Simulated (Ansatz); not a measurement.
Ansatz (a first-principles code) input (HF/6-31G*):

Ansatz 0.2 input:
```yaml
crystal:
  periodic: [false, false, false]
  atoms:
    - {symbol: C, position_ang: [0.00325149, 0.00333587, 0.48136505]}
    - {symbol: C, position_ang: [0.00172910, 1.42228230, -0.06756646]}
    - {symbol: H, position_ang: [-0.00566385, 1.50576491, -1.18279287]}
    - {symbol: H, position_ang: [-0.87120087, 1.99234810, 0.26996066]}
    - {symbol: H, position_ang: [0.88087924, 1.98965672, 0.25814447]}
    - {symbol: C, position_ang: [1.23063132, -0.71363348, -0.06106543]}
    - {symbol: H, position_ang: [1.30202209, -0.76708235, -1.17587506]}
    - {symbol: H, position_ang: [2.16213888, -0.23725982, 0.26492248]}
    - {symbol: H, position_ang: [1.28383904, -1.75325809, 0.28136106]}
    - {symbol: C, position_ang: [-1.23352952, -0.70984827, -0.04444690]}
    - {symbol: H, position_ang: [-1.32011370, -0.76305447, -1.15819113]}
    - {symbol: H, position_ang: [-1.28530745, -1.74931161, 0.29868762]}
    - {symbol: H, position_ang: [-2.15908773, -0.23062197, 0.29406523]}
basis:
  gaussian:
    orbitals: 6-31G*
hamiltonian:
  xc: {name: HF}
total_charge: -1
phonons: {temperatures: {t_min: 298.15, t_max: 298.15, t_step: 100}}
```

### Question
Which harmonic wavenumbers does it give?

### Answer
312, 315, 315, 388, 391, 391, 804, 1016, 1020, 1020, 1106, 1106, 1215, 1300, 1300, 1518, 1518, 1550, 1614, 1614, 1633, 1638, 1645, 1645, 2813, 2813, 2862, 3088, 3088, 3105, 3106, 3119, 3119 cm⁻¹ (unscaled; negative means imaginary).
